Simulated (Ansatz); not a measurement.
**PHO: basis-set convergence**

The task here is to estimate one member of a computed series from the others.

Computed with Ansatz 0.2.0, Gaussian basis. Level: one geometry, several basis sets.

Levels to be run: PBE0-D4/def2-SVP; ωB97M-V/def2-SVP; PBE0-D4/def2-QZVPP; ωB97M-V/def2-QZVPP; CCSD(T)/cc-pV(D+d)Z; CCSD(T)/cc-pV(T+d)Z; CCSD(T)/cc-pV(Q+d)Z; the functionals' def2-TZVPP values are taken from earlier runs.

## The relaxed structure

The geometry comes from an earlier relaxation with PBE0-D4 in a triple-zeta def2 set; it is a stationary point.

3 atoms, charge 0, spin multiplicity 1.

Atoms are counted from 1 here; the program's logs count them from 0.

Bond lengths: O1–P2 1.478 Å, P2–H3 1.468 Å. Angles: O1–P2–H3 104.3°.

The first run:

in.yaml reads:

```yaml
crystal:
  periodic: [false, false, false]
  atoms:
    - {symbol: O, position_ang: [0.792451, 0.743868, 0.517276]}
    - {symbol: P, position_ang: [0.235298, -0.550300, 0.069725]}
    - {symbol: H, position_ang: [-1.027750, -0.193568, -0.587012]}
basis:
  gaussian: {orbitals: def2-SVP}
hamiltonian: {xc: pbe0, dispersion: d4}
output: {orbitals: {seedname: orbitals}}
```

Started as:

```bash
$ ansatz run in.yaml --threads 2 --pin off --events-out ev --progress --plain --max-ram 32768MiB --backend cpu
```

Among the steps run: PBE0-D4 in def2-SVP; ωB97M-V in def2-SVP; PBE0-D4 in def2-QZVPP; ωB97M-V in def2-QZVPP.

One of the session's tables, all rows but one given; the rest of the session is left out.

It belongs to the step «Functionals by basis». 

```
functional       basis  HOMO (eV)  LUMO (eV)
   PBE0-D4    def2-SVP      -7.35      -3.01
   PBE0-D4  def2-TZVPP      -7.54      -3.24
   PBE0-D4  def2-QZVPP      -7.61      -3.31
   ωB97M-V    def2-SVP      -9.55      -0.62
   ωB97M-V  def2-TZVPP      -9.78      -0.96
   ωB97M-V  def2-QZVPP          ?          ?
```

Q: Estimate the row for ωB97M-V, def2-QZVPP from the others.

As computed: HOMO (eV): -9.85; LUMO (eV): -1.08. In the column «HOMO (eV)» it is the lowest.
